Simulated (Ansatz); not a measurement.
Diamond-structure Si was calculated with RPBE (Ansatz, a quantum-chemistry and plane-wave program, PAW).

Run with plane-wave cutoff 520 eV, 12×12×12 k mesh, Fermi–Dirac smearing 0.01 eV, scalar-relativistic PAW data made under PBE.

The cell is scaled about its equilibrium volume:

| V (Å³/atom) | P (GPa) | direct gap at Γ (eV) | smallest gap on the k mesh (eV) |
|---|---|---|---|
| 19.572 | 6.01 | 2.577 | 0.585 |
| 19.989 | 3.79 | 2.569 | 0.627 |
| 20.405 | 1.79 | 2.561 | 0.666 |
| 20.822 | 0.00 | 2.553 | 0.703 |
| 21.238 | -1.61 | 2.544 | 0.739 |
| 21.655 | -3.06 | 2.535 | 0.772 |
| 22.071 | -4.36 | 2.398 | 0.803 |

The fundamental gap (0.70 eV at the equilibrium volume, with added k points) lies elsewhere than Γ–Γ.
